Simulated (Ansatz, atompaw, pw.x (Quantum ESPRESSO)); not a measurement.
**pw.x on bcc H: one setting changed**

Potential: PAW, atompaw 4.2.0.5, PBEsol; core none, reference 1s1; waves: 1s (bound): rc 1.35 bohr; 1s channel at 0.75 Ry: rc 1.35 bohr; 2p channel at 0.05 Ry: rc 1.00 bohr; local part: bessel scheme, radius 1.10 bohr; core correction: none; augmentation: besselshape compensation charge, radius 1.20 bohr; PAW radius 1.35 bohr; waves and projectors: custom polynom2 7 10 vanderbiltortho.

The reference run (k-mesh 18³, cutoffs 40/400 Ry, Fermi–Dirac 0.01 Ry, mixing_beta 0.4, conv_thr 1e-9, no spin) gives -2.01 GPa at 2.977 Å³/atom, where all-electron LAPW gives -2.42 GPa. This run, with its own iteration cap, changes smearing to gauss.

```
&control
  calculation='scf', prefix='x', pseudo_dir='./', outdir='./tmp', tstress=.true., disk_io='none'
/
&system
  ibrav=0, nat=1, ntyp=1, ecutwfc=40, ecutrho=400, nbnd=7,
  occupations='smearing', smearing='gauss', degauss=0.01
/
&electrons
  conv_thr=1e-09, mixing_beta=0.4, electron_maxstep=50
/
ATOMIC_SPECIES
H 1.0 H.UPF
CELL_PARAMETERS angstrom
  -0.90623246 0.90623246 0.90623246
  0.90623246 -0.90623246 0.90623246
  0.90623246 0.90623246 -0.90623246
ATOMIC_POSITIONS crystal
H 0.0000 0.0000 0.0000
K_POINTS automatic
18 18 18 0 0 0
```

```bash
pw.x < H.scf.in > H.scf.out
```

Task: How does the run end?

Result: It converges in 4 iterations; the free energy moves by +2.5 meV/atom and the pressure by -0.13 GPa. Gaussian smearing of the same width is narrower in effect than Fermi–Dirac, so its quadratic term in F is smaller.

```
Message from routine setup:
     using ibrav=0 with symmetry is DISCOURAGED, use correct ibrav instead
     lattice parameter (alat)  =       2.9662  a.u.
     unit-cell volume          =      20.0898 (a.u.)^3
     number of electrons       =         1.00
     number of Kohn-Sham states=            7
     kinetic-energy cutoff     =      40.0000  Ry
     charge density cutoff     =     400.0000  Ry
     scf convergence threshold =      1.0E-09
     Exchange-correlation= SLA PW PSX PSC
     number of k points=   195  Gaussian smearing, width (Ry)=  0.0100
     iteration #  1     ecut=    40.00 Ry     beta= 0.40
     total energy              =      -1.07053811 Ry
     estimated scf accuracy    <       0.00000090 Ry
     iteration #  2     ecut=    40.00 Ry     beta= 0.40
     total energy              =      -1.07053594 Ry
     estimated scf accuracy    <       0.00000030 Ry
     iteration #  3     ecut=    40.00 Ry     beta= 0.40
     total energy              =      -1.07053596 Ry
     estimated scf accuracy    <          2.3E-09 Ry
     iteration #  4     ecut=    40.00 Ry     beta= 0.40
     the Fermi energy is     3.8659 ev
!    total energy              =      -1.07053596 Ry
     estimated scf accuracy    <          8.2E-11 Ry
     smearing contrib. (-TS)   =      -0.00006998 Ry
     The total energy is F=E-TS. E is the sum of the following terms:
     one-electron contribution =       0.63553618 Ry
     hartree contribution      =       0.01662758 Ry
     xc contribution           =      -0.66001433 Ry
     ewald contribution        =      -1.06253058 Ry
     one-center paw contrib.   =      -0.00008482 Ry
     convergence has been achieved in   4 iterations
          total   stress  (Ry/bohr**3)                   (kbar)     P=      -21.39
     Message from routine punch:
     Nothing written, as per user request (disk_io='none')
```

The run took about 2.4 s on one core of a shared host (Intel(R) Xeon(R) Platinum 8488C, 96 threads, 744 GiB, load 98).
